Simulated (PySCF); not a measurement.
## Phosphorus: a sound run and one with changed settings

Sound run: P [Ne] 3s2 3p3, P⁺ [Ne] 3s2 3p2. All numbers are calculated (PySCF 2.14, no relativity, point nucleus, in aug-cc-pV(D+d)Z (5s4p3d, 32 functions)). In the sound run the correlated levels freeze [Ne]. The sound run starts from symmetry-adapted Hartree-Fock orbitals and uses a fine grid where one is needed.

A second run was set up differently.

```
species   method  sound run (hartree)  changed run (hartree)  converged
      P      UHF           -340.70996             -336.86877        yes
      P      PBE           -341.10049             -337.17906        yes
      P   r2SCAN           -341.23584             -337.34401        yes
      P      MP2           -340.77806             -336.86877        yes
     P⁺      UHF           -340.34482             -336.62453        yes
     P⁺      PBE           -340.71443             -336.91194        yes
     P⁺   r2SCAN           -340.84435             -337.06976        yes
     P⁺      MP2           -340.39605             -336.63238        yes
     P⁺  CCSD(T)           -340.41899             -336.63868        yes
```

Ionisation energy of P:

| method | sound run (eV) | changed run (eV) |
| --- | --- | --- |
| UHF | 9.936 | 6.646 |
| PBE | 10.505 | 7.269 |
| r2SCAN | 10.653 | 7.463 |
| MP2 | 10.395 | 6.433 |
| SCS-MP2 | 10.236 | 6.390 |

(1) What was changed?
A. basis contracted for another Hamiltonian
B. minimal basis
C. too few SCF iterations
D. level shift left on

Answers

(1) B. It used basis STO-3G. A minimal basis cannot let orbitals breathe on ionisation and holds almost no correlation.
